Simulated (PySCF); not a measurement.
Level of theory: core-valence-separated Tamm–Dancoff BHandHLYP/aug-pcX-1 (pcseg-1 on H) in PySCF, non-relativistic, gas phase, PBE0-D3(BJ)/def2-SVP geometry. The energies are unshifted.

Main lines of an unknown, eV (oscillator strength): C K: 282.6 (0.057), 282.7 (0.066), 285.4 (0.010), 285.7 (0.009), 285.8 (0.018); O K: 532.3 (0.023), 533.8 (0.006), 534.4 (0.010), 534.7 (0.013), 535.1 (0.010). Listed: the first five lines at most of each edge with a tenth or more of its strongest line's intensity; roots within 0.03 eV on the same or equivalent atoms are summed. Only the lowest roots were sought, and the top ones are left out.

Task: Which candidate gives them?
A. `C1CCOC1`
B. `C=C[C@@H](C)O`

Result: B. 

- `C=C[C@@H](C)O`: C K: 282.6 (0.057), 282.7 (0.066), 285.4 (0.010), 285.7 (0.009), 285.8 (0.018); O K: 532.3 (0.023), 533.8 (0.006), 534.4 (0.010), 534.7 (0.013), 535.1 (0.010). First C line listed at 282.6 eV, hole on the terminal =CH2 carbon (1s→π*); first O line listed at 532.3 eV, hole on the alcohol oxygen.
- `C1CCOC1`: C K: 285.6 (0.029), 286.0 (0.054), 286.7 (0.007), 286.8 (0.045), 287.2 (0.060); O K: 534.0 (0.033), 534.3 (0.004), 534.8 (0.021), 535.2 (0.007). First C line listed at 285.6 eV, hole on the ring CH2 carbon; first O line listed at 534.0 eV, hole on the cyclic ether oxygen.

One conformer each; other structures than these candidates weren't tested.

The values belong to the conformer `[CH2:1]=[CH:2][C@@H:3]([CH3:4])[OH:5]`: C1–C2–C3–C4 -133°, H–O5–C3–C2 -63°.
